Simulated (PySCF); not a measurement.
A GIAO shielding run with PySCF 2.14.0 with density-fitted response routines (density fitting, non-relativistic, gas phase) on Propionyl Chloride, C₃H₅ClO:

```
$ OMP_NUM_THREADS=1 python probes_run.py task.json out

{"job": {"kind": "nmr", "xc": "B97-D", "basis": "pcSseg-2", "pop": false}, "charge": 0, "multiplicity": 1}
C     -0.442981     0.229516     0.524073
C      0.755125     1.155537     0.455164
C      2.049138     0.465297     0.774308
O      2.208954    -0.673510     1.048866
Cl     3.443272     1.595090     0.697172
H     -1.363210     0.775557     0.273130
H     -0.558067    -0.195874     1.531229
H     -0.336812    -0.609419    -0.178335
H      0.668348     2.008275     1.149160
H      0.876855     1.612577    -0.541352
```

Hardware: 1 thread of an Arm Neoverse V1, shared host.

(1) How large is the calculation?

(2) How long does it take, and how much memory does it need?

(3) And these other runs on the same molecule and hardware: GIAO shielding at B3LYP/pcSseg-2; GIAO shielding at BLYP/pcSseg-2; GIAO shielding at BP86/pcSseg-2; GIAO shielding at HF/pcSseg-2; GIAO shielding at KT2/pcSseg-2; GIAO shielding at KT3/pcSseg-2?

## Answers

(1) 48 electrons, 257 basis functions and 712 auxiliary functions.

(2) 37 s of wall time, with 17 SCF cycles; peak memory 1.1 GiB. Times on a shared host scatter by some tens of per cent.

(3) B3LYP/pcSseg-2: 257 functions, 25 s; BLYP/pcSseg-2: 257 functions, 37 s; BP86/pcSseg-2: 257 functions, 36 s; HF/pcSseg-2: 257 functions, 14 s; KT2/pcSseg-2: 257 functions, 36 s; KT3/pcSseg-2: 257 functions, 36 s.
